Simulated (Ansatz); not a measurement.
**AlCP+ (doublet): from Hartree-Fock to the top rungs, def2-QZVPP**

The task here is to estimate one member of a computed series from the others.

The runs use Ansatz 0.2.0, Gaussian basis; def2-QZVPP, core rule «outside noble gas», up to 11 orbitals frozen.

To be run: UHF; ROHF; CCSD(T) on UHF.

2 further runs of the same task are left out: 2 set aside as unsound or not needed.

### The system

The geometry is a PBE0/def2-TZVP stationary point (not a proven minimum) of the parent state, kept for this charge and spin.

3 atoms, charge 1, spin multiplicity 2.

Atoms are counted from 1 here; the program's logs count them from 0.

Bond lengths: Al1–C3 1.984 Å, P2–C3 1.554 Å. Angles: Al1–C3–P2 180.0°.

Set-up of the first run:

The input, in.yaml:

```yaml
crystal:
  periodic: [false, false, false]
  atoms:
    - {symbol: Al, position_ang: [0.000000, 0.000000, 1.840546]}
    - {symbol: P, position_ang: [0.000000, 0.000000, -1.697047]}
    - {symbol: C, position_ang: [0.000000, 0.000000, -0.143499]}
basis:
  gaussian: {orbitals: "def2-QZVPP.json"}
total_charge: 1
magnetization: {spin_polarized: true, initial_magnetization: 1}
hamiltonian: {xc: hf}
output: {orbitals: {seedname: orbitals}}
```

Launch:

```sh
> ansatz run in.yaml --threads 1 --pin off --events-out ev --progress --plain --max-ram 2393MiB
```

Among the steps run: UHF; ROHF; CCSD(T) on UHF.

One of the session's tables, all rows but one given; the rest of the session is left out.

It belongs to the step «Misses and costs». 

```
  method  from UCCSD(T) (meV)
    ROHF                    ?
    UMP2              +1424.5
   UCCSD               +690.8
UCCSD(T)                    0
```

**Question.** Estimate the row for ROHF.

**Answer.** from UCCSD(T) (meV): +9984.4. In the column «from UCCSD(T) (meV)» it is the highest.

Left out of the table: UHF (another determinant or state than the rows shown).

Caveats from the session: The determinant is far from a pure spin state, so its energy mixes those of several spin states (harmless only where they are near-degenerate, as at dissociation). Warnings: spin contamination; coupled cluster took another determinant than the lowest.
